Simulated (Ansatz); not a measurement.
Geometry optimisation, UKS LDA/def2-SVP in Ansatz 0.2.0.

Input file:

```yaml
crystal:
  periodic: [false, false, false]
  atoms:
    - { symbol: "N", position_ang: [-0.3553, 1.3652, -0.5425] }
    - { symbol: C, position_ang: [-0.2442, 0.4469, 0.5356] }
    - { symbol: C, position_ang: [0.8325, -0.5751, 0.2477] }
    - { symbol: S, position_ang: [0.5447, -1.6341, -1.1675] }
    - { symbol: H, position_ang: [-0.5127, 0.8926, -1.4504] }
    - { symbol: H, position_ang: [-1.261, 1.9594, -0.4194] }
    - { symbol: H, position_ang: [0.0334, 1.0059, 1.4524] }
    - { symbol: H, position_ang: [-1.1545, -0.0445, 0.7119] }
    - { symbol: H, position_ang: [1.8218, -0.0563, 0.108] }
    - { symbol: H, position_ang: [1.0013, -1.2162, 1.1623] }
    - { symbol: H, position_ang: [-0.6407, -2.2006, -0.6175] }
magnetization:
  spin_polarized: true
basis:
  gaussian: { orbitals: def2-SVP }
hamiltonian:
  xc: lda
relax:
  f_tol: 0.02
  max_steps: 50
output:
  orbitals: {}
```

Run as:

```bash
$ ansatz run input.yaml --threads 2 --pin off --max-ram 3072MiB --backend cpu --events-out ev --progress --plain --runs-dir out
```

**Question.** Where does it end, and by what steps?

**Answer.** It converged. After 5 steps the energy has fallen by 0.309 eV; H8 moved furthest, 0.13 Å.

```tsv
step	energy less start (eV)	largest force component (eV/Å)	accepted
0	0.0000	2.157	yes
1	-0.2669	0.714	yes
2	-0.3058	0.236	yes
3	-0.3085	0.073	yes
4	-0.3089	0.036	yes
5	-0.3090	0.010	yes
```

```xyz
11
Properties=species:S:1:pos:R:3
N -0.362 1.351 -0.560
C -0.254 0.460 0.555
C 0.829 -0.557 0.289
S 0.500 -1.564 -1.188
H -0.470 0.778 -1.415
H -1.178 1.969 -0.485
H 0.026 1.028 1.476
H -1.192 -0.108 0.824
H 1.779 -0.030 0.049
H 1.009 -1.214 1.167
H -0.622 -2.169 -0.691
```

Run time: 5.4 s on 2 threads of Intel(R) Xeon(R) 6975P-C (Granite Rapids), on a shared host, peak memory 0.16 GiB.
